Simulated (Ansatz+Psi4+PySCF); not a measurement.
# doublet NO2: levels of theory in one basis

```xyz
3

N     0.0000    0.0000    0.0000
O     0.0000    1.1046    0.4689
O     0.0000   -1.1046    0.4689
```

Basis set: cc-pVTZ (spherical functions). Frozen core: 3 orbitals. Correlation on ROHF uses semicanonical orbitals with singles. Charge 0, multiplicity 2.

Computed with Ansatz (development build ahead of 0.2.0) and Psi4 1.11; each method stands on the lowest determinant of its kind that the runs found.

```tsv
method	E − E(ROHF) (eV)	<S²> of the determinant
ROHF	0.00	0.75
UHF	-0.25	0.82
UHF-MP2	-18.38	0.82
ROHF-CCSD	-18.08	–
UHF-CCSD	-18.09	0.82
ROHF-CCSD(T)	-19.09	–
UHF-CCSD(T)	-19.07	0.82
```

What does ROHF-MP2 give on the same scale?

-18.69 eV.

Is a single determinant a sound starting point here?

By this sign, yes. Unrestricted orbitals gain 0.25 eV and <S²> is 0.82 against 0.75 for a pure state.

Caution for UHF, UHF-MP2, UHF-CCSD, UHF-CCSD(T): the determinant breaks the point group. Caution for UHF-MP2: another reference gives a lower total.
